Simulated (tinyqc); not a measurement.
Worked calculation: Hueckel theory of the pi electrons with the omega technique, for the molecule C=CC(=C)C=O (SMILES; centres numbered as the heavy atoms are written). Computed by tinyqc, a small Python program that keeps every step. Settings: charge = 0, omega = 1.0, damping = 0.7. Command: `OMP_NUM_THREADS=1 python tinyqc.py 30714 30715 out.jsonl` (the two numbers bound the seeds that draw the settings). One thread of a shared host (Intel(R) Xeon(R) Processor @ 2.60GHz), about 0.01 s of CPU time with the checks.

## The Hueckel matrix

Centres:
```
centre  z_r, pi electrons of the neutral centre        h
1C                                            1  0.00000
2C                                            1  0.00000
3C                                            1  0.00000
4C                                            1  0.00000
5C                                            1  0.00000
6O                                            1  1.00000
```

Bonds:
```
i  j  k
1  2  1
2  3  1
3  4  1
3  5  1
5  6  1
```

H_rr = alpha + h_r beta, H_rs = k_rs beta for bonded centres.

Hueckel matrix in units of beta (H = alpha + beta A):
```
         1C       2C       3C       4C       5C       6O
1C  0.00000  1.00000  0.00000  0.00000  0.00000  0.00000
2C  1.00000  0.00000  1.00000  0.00000  0.00000  0.00000
3C  0.00000  1.00000  0.00000  1.00000  1.00000  0.00000
4C  0.00000  0.00000  1.00000  0.00000  0.00000  0.00000
5C  0.00000  0.00000  1.00000  0.00000  0.00000  1.00000
6O  0.00000  0.00000  0.00000  0.00000  1.00000  1.00000
```

## Orbitals, round 1

pi electrons, sum of z_r less the charge = 6

Diagonalise; E = alpha + x beta with beta < 0, so the largest x are filled first; degenerate levels share their electrons. P = sum n_i c_ri c_si; each orbital has its largest coefficient positive (the first on a tie).

x values: 2.04671  1.38700  0.65570  -0.32802  -0.86251  -1.89888

occupations: 2.00000  2.00000  2.00000  0.00000  0.00000  0.00000

coefficients:
```
        MO1       MO2       MO3       MO4       MO5       MO6
1C  0.17120  -0.33723   0.60273   0.24834   0.60920   0.24674
2C  0.35039  -0.46774   0.39522  -0.08146  -0.52544  -0.46853
3C  0.54595  -0.31152  -0.34359  -0.22162  -0.15600   0.64295
4C  0.26675  -0.22460  -0.52400   0.67562   0.18087  -0.33859
5C  0.50027   0.26026  -0.09651  -0.52147   0.47912  -0.41376
6O  0.47794   0.67250   0.28031   0.39267  -0.25725   0.14273
```

charge and bond-order matrix P:
```
          1C        2C        3C        4C        5C        6O
1C   1.01265   0.91187  -0.01714  -0.38884  -0.12058   0.04797
2C   0.91187   0.99551   0.40244  -0.01714   0.03083  -0.07262
3C  -0.01714   0.40244   1.02633   0.79128   0.45041  -0.08976
4C  -0.38884  -0.01714   0.79128   0.79235   0.25112  -0.34088
5C  -0.12058   0.03083   0.45041   0.25112   0.65463   0.77414
6O   0.04797  -0.07262  -0.08976  -0.34088   0.77414   1.51853
```

## Omega technique, round 1

h_r = h_r(0) + omega q_r, omega = 1, with q_r = z_r - P_rr; 0.7 of the old diagonal is kept.

matrix after round 1:
```
          1C       2C        3C       4C       5C       6O
1C  -0.00379  1.00000   0.00000  0.00000  0.00000  0.00000
2C   1.00000  0.00135   1.00000  0.00000  0.00000  0.00000
3C   0.00000  1.00000  -0.00790  1.00000  1.00000  0.00000
4C   0.00000  0.00000   1.00000  0.06229  0.00000  0.00000
5C   0.00000  0.00000   1.00000  0.00000  0.10361  1.00000
6O   0.00000  0.00000   0.00000  0.00000  1.00000  0.84444
```

## Orbitals, round 2

As before.

x values: 2.04388  1.32840  0.65924  -0.30089  -0.84938  -1.88125

occupations: 2.00000  2.00000  2.00000  0.00000  0.00000  0.00000

coefficients:
```
        MO1       MO2       MO3       MO4       MO5       MO6
1C  0.17700  -0.35092   0.58522   0.25953   0.60901   0.25455
2C  0.36243  -0.46750   0.38802  -0.07711  -0.51497  -0.47791
3C  0.56328  -0.26947  -0.32995  -0.23623  -0.17091   0.64515
4C  0.28426  -0.21283  -0.55274   0.65042   0.18746  -0.33195
5C  0.50904   0.32023  -0.05541  -0.50411   0.47132  -0.39874
6O  0.42440   0.66169   0.29916   0.44014  -0.27826   0.14629
```

charge and bond-order matrix P:
```
          1C        2C        3C        4C        5C        6O
1C   0.99392   0.91056   0.00233  -0.39695  -0.10941   0.03599
2C   0.91056   1.00093   0.40420  -0.02390   0.02657  -0.07889
3C   0.00233   0.40420   0.99753   0.79969   0.43744  -0.07593
4C  -0.39695  -0.02390   0.79969   0.86323   0.21433  -0.37111
5C  -0.10941   0.02657   0.43744   0.21433   0.72948   0.82271
6O   0.03599  -0.07889  -0.07593  -0.37111   0.82271   1.41490
```

## Omega technique, round 2

As before.

matrix after round 2:
```
          1C       2C        3C       4C       5C       6O
1C  -0.00083  1.00000   0.00000  0.00000  0.00000  0.00000
2C   1.00000  0.00066   1.00000  0.00000  0.00000  0.00000
3C   0.00000  1.00000  -0.00479  1.00000  1.00000  0.00000
4C   0.00000  0.00000   1.00000  0.08464  0.00000  0.00000
5C   0.00000  0.00000   1.00000  0.00000  0.15368  1.00000
6O   0.00000  0.00000   0.00000  0.00000  1.00000  0.76664
```

## Convergence

Each round sets h_r = h_r(0) + omega (z_r - P_rr), keeping the share named as damping of the old diagonal; repeat until output and input diagonals agree to 1e-6.

Rounds:
```
round  sum n x  largest |h(out) - h(in)|
1      8.17882                  5.19e-01
2      8.06304                  2.59e-01
3      8.01765                  1.25e-01
4      7.99905                  5.97e-02
5      7.99103                  2.90e-02
6      7.98745                  1.45e-02
7      7.98580                  7.43e-03
8      7.98502                  3.94e-03
9      7.98465                  2.16e-03
10     7.98446                  1.22e-03
11     7.98437                  7.08e-04
12     7.98432                  4.22e-04
13     7.98429                  2.58e-04
14     7.98428                  1.60e-04
15     7.98427                  1.01e-04
16     7.98427                  6.62e-05
17     7.98426                  4.48e-05
18     7.98426                  3.01e-05
19     7.98426                  2.02e-05
20     7.98426                  1.35e-05
21     7.98426                  8.99e-06
22     7.98426                  5.99e-06
23     7.98426                  3.99e-06
24     7.98426                  2.65e-06
25     7.98426                  1.76e-06
26     7.98426                  1.17e-06
27     7.98426                  7.82e-07
```

Converged in 27 rounds.

## Energy, charges, bond orders

final x values: 2.05212  1.27918  0.66083  -0.29703  -0.83668  -1.85842

occupations: 2.00000  2.00000  2.00000  0.00000  0.00000  0.00000

final P:
```
          1C        2C        3C        4C        5C        6O
1C   0.99198   0.90970   0.01111  -0.40103  -0.10317   0.02816
2C   0.90970   0.99780   0.40554  -0.02309   0.02037  -0.08387
3C   0.01111   0.40554   0.98796   0.80447   0.42869  -0.06575
4C  -0.40103  -0.02309   0.80447   0.90671   0.16970  -0.39238
5C  -0.10317   0.02037   0.42869   0.16970   0.80890   0.86015
6O   0.02816  -0.08387  -0.06575  -0.39238   0.86015   1.30665
```

E = sum n x; q_r = z_r - P_rr; bond order p = P_rs; free valence = sqrt(3) - sum of p over the bonds of the atom.

pi energy = 6 alpha + this times beta = 7.98426

pi charges: 1C 0.00802, 2C 0.00220, 3C 0.01204, 4C 0.09329, 5C 0.19110, 6O -0.30665

Bond orders and lengths from R = 1.517 - 0.180 p (angstrom, C-C alone):
```
bond        p        R
1-2   0.90970  1.35325
2-3   0.40554  1.44400
3-4   0.80447  1.37220
3-5   0.42869  1.43984
5-6   0.86015        -
```

free valence of the carbons: 1C 0.82235, 2C 0.41681, 3C 0.09335, 4C 0.92758, 5C 0.44322

gap between the highest filled and the next level = 0.95786 |beta|
